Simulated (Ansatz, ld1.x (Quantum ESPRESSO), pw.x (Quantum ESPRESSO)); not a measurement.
# pw.x on diamond Ge: one setting changed

Potential: PAW, ld1.x (Quantum ESPRESSO) 7.5, PBEsol; core [Ar] 3d10, reference 4s1.5 4p2.5; waves: 4s (bound): rcut 1.45, rcutus 1.75 bohr; 4s channel at 2 Ry: rcut 1.45, rcutus 1.75 bohr; 4p (bound): rcut 1.55, rcutus 1.90 bohr; 4p channel at 1.45 Ry: rcut 1.55, rcutus 1.90 bohr; 4d channel at 0.1 Ry: rcut 1.50, rcutus 2.82 bohr; local part: all-electron potential smoothed inside 1.30 bohr (lloc = -1); core correction: Bessel-smoothed model core inside 1.65 bohr; augmentation: PSQ, inside the norm-conserving radii.

The reference run (k-mesh 8³, cutoffs 40/320 Ry, Fermi–Dirac 0.01 Ry, mixing_beta 0.4, conv_thr 1e-9, no spin) gives 0.46 GPa at 22.872 Å³/atom, where all-electron LAPW gives 0.03 GPa. This run, with its own iteration cap, changes conv_thr to 1.0, a wrong or extreme entry chosen on purpose.

```
&control
  calculation='scf', prefix='x', pseudo_dir='./', outdir='./tmp', tstress=.true., disk_io='none'
/
&system
  ibrav=0, nat=2, ntyp=1, ecutwfc=40, ecutrho=320, nbnd=11,
  occupations='smearing', smearing='fd', degauss=0.01
/
&electrons
  conv_thr=1, mixing_beta=0.4, electron_maxstep=70
/
ATOMIC_SPECIES
Ge 1.0 Ge.UPF
CELL_PARAMETERS angstrom
  0.00000000 2.83858158 2.83858158
  2.83858158 0.00000000 2.83858158
  2.83858158 2.83858158 0.00000000
ATOMIC_POSITIONS crystal
Ge 0.0000 0.0000 0.0000
Ge 0.2500 0.2500 0.2500
K_POINTS automatic
8 8 8 0 0 0
```

```bash
pw.x < Ge.scf.in > Ge.scf.out
```

Task: How does the run end?

Result: It converges in 1 iterations; the free energy moves by +37.5 meV/atom and the pressure by +5.86 GPa. The result is not a property of the crystal.

```
Message from routine setup:
     using ibrav=0 with symmetry is DISCOURAGED, use correct ibrav instead
     lattice parameter (alat)  =       7.5860  a.u.
     unit-cell volume          =     308.6958 (a.u.)^3
     number of electrons       =         8.00
     number of Kohn-Sham states=           11
     kinetic-energy cutoff     =      40.0000  Ry
     charge density cutoff     =     320.0000  Ry
     scf convergence threshold =      1.0E+00
     Exchange-correlation= SLA  PW   PSX  PSC
     number of k points=    29  Fermi-Dirac smearing, width (Ry)=  0.0100
     iteration #  1     ecut=    40.00 Ry     beta= 0.40
     the Fermi energy is     5.0975 ev
!    total energy              =    -322.06739061 Ry
     estimated scf accuracy    <       0.05122323 Ry
     smearing contrib. (-TS)   =      -0.00050435 Ry
     The total energy is F=E-TS. E is the sum of the following terms:
     one-electron contribution =       5.52737740 Ry
     hartree contribution      =       1.25497660 Ry
     xc contribution           =     -17.84839680 Ry
     ewald contribution        =     -16.06757845 Ry
     one-center paw contrib.   =    -294.93326502 Ry
     convergence has been achieved in   1 iterations
          total   stress  (Ry/bohr**3)                   (kbar)     P=       63.28
     Message from routine punch:
     Nothing written, as per user request (disk_io='none')
```

The run took about 2.7 s on one core of a shared host (Neoverse-V2, 96 threads, 742 GiB, load 32).
